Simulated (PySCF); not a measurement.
## Static response to an electric field

Compound: C₂H₈N (charge +1).
Atom-mapped SMILES: `[CH3:1][CH2:2][NH3+:3]` (hydrogens: H4, H5, H6 on C1; H7, H8 on C2; H9, H10, H11 on N3)

Cartesian coordinates in Å at the GFN2-xTB level; atoms count from 1:
```
atom  x, y, z in Å
C1     1.1312    0.4778   -0.2508
C2     0.1225   -0.6189    0.0201
N3    -1.2352   -0.0173    0.2322
H4     2.1115    0.0367   -0.4050
H5     0.8771    1.0374   -1.1476
H6     1.2073    1.1636    0.5895
H7     0.3916   -1.1805    0.9156
H8     0.0633   -1.3085   -0.8230
H9    -1.9442   -0.7377    0.4190
H10   -1.2057    0.6352    1.0277
H11   -1.5140    0.5148   -0.6037
```

Level: PBE0/def2-SVPD (PySCF), static field, nuclei fixed, core orbitals frozen in the response. The polarisability tensor in these axes (au):

```
x   34.45  0.81 -1.12
y    0.81 30.67 -0.29
z   -1.12 -0.29 29.06
```

Problem. What are the eigenvalues, a third of the trace, and Δα (Δα² = ½Σ(αi − αj)² over the three pairs)?

Solution. Principal values 28.83, 30.50 and 34.85 au; mean 31.40 au = 4.65 Å³ = 5.18 × 10⁻⁴⁰ C²·m²/J; Δα = 5.39 au (17 % of the mean).

Problem. Directions of the eigenvectors, and the extent of the frame along each?

Solution. Largest value along (0.96, 0.20, -0.20), where the nuclei span 4.21 Å; middle along (-0.21, 0.98, -0.03), 2.13 Å; least along (0.18, 0.07, 0.98), 1.77 Å. The response follows the extents in order.

Problem. What depolarisation ratio follows for Rayleigh scattering of linearly polarised light, taking the static tensor?

Solution. ρ = 3Δα²/(45ᾱ² + 4Δα²) = 87.0/(44355 + 116.0) = 0.00196.

Problem. Give the eigenvalues of the traceless quadrupole moment Θ = ½Σq(3rr − r²1), origin at the centre of nuclear charge.

Solution. -3.99, -3.73, 7.72 D·Å. The values depend on the origin, since the species is charged. The electronic extent ⟨r²⟩ about the same centre is 205 bohr², a root-mean-square distance of 1.49 Å for the 26 electrons.

Problem. Form Σ f/ω² (atomic units) for the 6 lowest TDDFT singlets, given as eV and f, and set it beside the mean polarisability, which is this sum over all singlets: 9.04, 0.0014; 9.66, 0.0458; 9.94, 0.0192; 10.66, 0.0318; 10.79, 0.0530; 10.82, 0.0177.

Solution. They add up to 1.18 au, 3.8 % of the 31.40 au; the largest single term is 0.36 au, from the state at 9.66 eV. Terms in order: 0.01, 0.36, 0.14, 0.21, 0.34, 0.11 au. Higher excitations give the rest. The strengths listed sum to 0.169.

Isolated species at its GFN2-xTB geometry, gas phase.
